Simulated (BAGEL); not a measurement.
# CH6OSi (SMILES CO[SiH3]): HF/STO-3G (density fitting with qzvpp-jkfit)

Aim: the vertical singlet–triplet gap of CH6OSi at HF/STO-3G (density fitting with qzvpp-jkfit), from 2 runs. 

The calculation is run with BAGEL 1.2.2.

### Step 1. Starting point

The species is CH6OSi (9 atoms), meant as a singlet with charge 0. SMILES: `CO[SiH3]`. The shape is that of a PBE0-D4/def2-TZVP optimisation.

Bond lengths: C1–O2 1.408 Å, O2–Si3 1.642 Å, C1–H4 1.096 Å, C1–H5 1.091 Å, C1–H6 1.096 Å, Si3–H7 1.481 Å, Si3–H8 1.490 Å, Si3–H9 1.490 Å. Some angles: C1–O2–Si3 122.4°, O2–C1–H4 111.5°, O2–C1–H5 108.3°, O2–C1–H6 111.5°, O2–Si3–H7 106.5°, O2–Si3–H8 110.9°, O2–Si3–H9 110.9°, H4–C1–H5 108.4°, H4–C1–H6 108.5°, H5–C1–H6 108.4°.

### Step 2. The energy at HF/STO-3G (density fitting with qzvpp-jkfit)

input.json

```json
{ "bagel": [

{
  "title": "molecule",
  "basis": "sto-3g",
  "df_basis": "qzvpp-jkfit",
  "angstrom": true,
  "geometry": [
    { "atom": "C", "xyz": [      -0.416000,       1.012400,      -0.799700 ] },
    { "atom": "O", "xyz": [       0.634800,       0.132000,      -0.477800 ] },
    { "atom": "Si", "xyz": [       0.510500,      -0.985900,       0.718500 ] },
    { "atom": "H", "xyz": [      -1.314300,       0.468400,      -1.115000 ] },
    { "atom": "H", "xyz": [      -0.089800,       1.647800,      -1.624600 ] },
    { "atom": "H", "xyz": [      -0.677700,       1.654100,       0.050000 ] },
    { "atom": "H", "xyz": [       1.799300,      -1.713900,       0.749100 ] },
    { "atom": "H", "xyz": [      -0.611700,      -1.929000,       0.449700 ] },
    { "atom": "H", "xyz": [       0.253300,      -0.332200,       2.032900 ] }
  ]
},

{ "title": "hf" },

{ "title": "print", "file": "orbitals.molden", "orbitals": true }

]}
```

Started as:

```sh
$ BAGEL_NUM_THREADS=1 BAGEL input.json > input.out
```

The program printed:

```text
* using 1 threads per process

  ===============================================================
  ===============================================================

  *** Geometry ***

  { "atom" : "C", "xyz" : [     -0.786126,      1.913159,     -1.511214 ] },
  { "atom" : "O", "xyz" : [      1.199598,      0.249444,     -0.902911 ] },
  { "atom" : "Si", "xyz" : [      0.964705,     -1.863081,      1.357768 ] },
  { "atom" : "H", "xyz" : [     -2.483667,      0.885148,     -2.107045 ] },
  { "atom" : "H", "xyz" : [     -0.169697,      3.113891,     -3.070049 ] },
  { "atom" : "H", "xyz" : [     -1.280667,      3.125796,      0.094486 ] },
  { "atom" : "H", "xyz" : [      3.400184,     -3.238802,      1.415594 ] },
  { "atom" : "H", "xyz" : [     -1.155945,     -3.645282,      0.849810 ] },
  { "atom" : "H", "xyz" : [      0.478668,     -0.627767,      3.841624 ] },

  Number of auxiliary basis functions:      388

  Since a DF basis is specified, we compute 2- and 3-index integrals:
    o Being stored without compression. Storage requirement is 0.002 GB

  Number of basis functions:       25
  Number of electrons      :       34

    * METHOD: MOLECULE                             0.08

  *** RHF ***

  === Nuclear Repulsion ===
   118.2123950346

      * DIIS with orbital gradients will be used.

  === RHF iteration (sto-3g) ===
      0       -400.29063132          0.01629342           0.01
      1       -400.34111607          0.00449543           0.01
      2       -400.34521062          0.00094345           0.01
      3       -400.34548521          0.00010004           0.01
      4       -400.34548963          0.00002676           0.01
      5       -400.34548992          0.00000291           0.01
      6       -400.34548992          0.00000093           0.01
      7       -400.34548992          0.00000031           0.01
      8       -400.34548992          0.00000005           0.01
      9       -400.34548992          0.00000001           0.01
     10       -400.34548992          0.00000000           0.01
    * SCF iteration converged.

    * Permanent dipole moment:
           (    0.323173,     0.043728,    -0.218597) a.u.

    * METHOD: HF                                   0.11

    * METHOD: PRINT                                0.00

  ===============================================================
```

It took 0.34 s on 1 thread of Intel Xeon 6975P-C (Granite Rapids), shared host.

### Step 3. The triplet

input.json

```json
{ "bagel" : [

{
  "title" : "molecule",
  "basis" : "sto-3g",
  "df_basis" : "qzvpp-jkfit",
  "angstrom" : true,
  "geometry" : [
    { "atom" : "C", "xyz" : [   -0.416000,    1.012400,   -0.799700 ] },
    { "atom" : "O", "xyz" : [    0.634800,    0.132000,   -0.477800 ] },
    { "atom" : "Si", "xyz" : [    0.510500,   -0.985900,    0.718500 ] },
    { "atom" : "H", "xyz" : [   -1.314300,    0.468400,   -1.115000 ] },
    { "atom" : "H", "xyz" : [   -0.089800,    1.647800,   -1.624600 ] },
    { "atom" : "H", "xyz" : [   -0.677700,    1.654100,    0.050000 ] },
    { "atom" : "H", "xyz" : [    1.799300,   -1.713900,    0.749100 ] },
    { "atom" : "H", "xyz" : [   -0.611700,   -1.929000,    0.449700 ] },
    { "atom" : "H", "xyz" : [    0.253300,   -0.332200,    2.032900 ] }
  ]
},
{
  "title" : "uhf",
  "nopen" : 2
},
{
  "title" : "print",
  "file" : "orbitals.molden",
  "orbitals" : true
}

]}
```

Started as:

```sh
$ BAGEL_NUM_THREADS=1 BAGEL input.json > input.out
```

The program printed:

```text
* using 1 threads per process

  ===============================================================
  ===============================================================

  *** Geometry ***

  { "atom" : "C", "xyz" : [     -0.786126,      1.913159,     -1.511214 ] },
  { "atom" : "O", "xyz" : [      1.199598,      0.249444,     -0.902911 ] },
  { "atom" : "Si", "xyz" : [      0.964705,     -1.863081,      1.357768 ] },
  { "atom" : "H", "xyz" : [     -2.483667,      0.885148,     -2.107045 ] },
  { "atom" : "H", "xyz" : [     -0.169697,      3.113891,     -3.070049 ] },
  { "atom" : "H", "xyz" : [     -1.280667,      3.125796,      0.094486 ] },
  { "atom" : "H", "xyz" : [      3.400184,     -3.238802,      1.415594 ] },
  { "atom" : "H", "xyz" : [     -1.155945,     -3.645282,      0.849810 ] },
  { "atom" : "H", "xyz" : [      0.478668,     -0.627767,      3.841624 ] },

  Number of auxiliary basis functions:      388

  Since a DF basis is specified, we compute 2- and 3-index integrals:
    o Being stored without compression. Storage requirement is 0.002 GB

  Number of basis functions:       25
  Number of electrons      :       34

    * METHOD: MOLECULE                             0.07

  *** Open-shell HF ***

  === Nuclear Repulsion ===
   118.2123950346

      * DIIS with orbital gradients will be used.

  === UHF iteration (sto-3g) ===
      0       -399.89164058          0.03018590           0.01
      1       -399.98763354          0.01248385           0.01
      2       -400.01438864          0.00586136           0.01
      3       -400.02274575          0.00264979           0.01
      4       -400.02633433          0.00046418           0.01
      5       -400.02690956          0.00034891           0.01
      6       -400.02722969          0.00017685           0.01
      7       -400.02736381          0.00007684           0.01
      8       -400.02738062          0.00003515           0.02
      9       -400.02738206          0.00001414           0.01
     10       -400.02738240          0.00000754           0.01
     11       -400.02738269          0.00000396           0.01
     12       -400.02738272          0.00000064           0.01
     13       -400.02738272          0.00000044           0.01
     14       -400.02738272          0.00000038           0.01
     15       -400.02738272          0.00000030           0.01
     16       -400.02738272          0.00000017           0.01
     17       -400.02738272          0.00000011           0.02
     18       -400.02738272          0.00000003           0.01
     19       -400.02738272          0.00000002           0.01
     20       -400.02738272          0.00000001           0.01
     21       -400.02738272          0.00000001           0.01
    * SCF iteration converged.

    * S^2 (UHF) is 2.0038

    * Permanent dipole moment:
           (    0.223753,    -0.531800,     0.416055) a.u.

    * METHOD: UHF                                  0.29

    * METHOD: PRINT                                0.00

  ===============================================================
```

Run time: 0.52 s. Hardware: 1 thread of Intel Xeon 6975P-C (Granite Rapids), shared host.

### Step 4. Summary of results

At HF/STO-3G (density fitting with qzvpp-jkfit):

```
                                        quantity          value
                           singlet: total energy  -400.34549 Eh
                          singlet: dipole moment         1.00 D
                            singlet: HOMO energy       -8.73 eV
                            singlet: LUMO energy       13.13 eV
                          singlet: HOMO–LUMO gap       21.85 eV
                           triplet: total energy  -400.02738 Eh
                          triplet: dipole moment         1.81 D
                                   triplet: ⟨S²⟩          2.004
vertical energy of the triplet above the singlet       8.656 eV
```

What this shows: At this shape the triplet lies 8.66 eV (200 kcal/mol) above the singlet. In a minimal basis such a difference can be off by several eV, whatever the method.
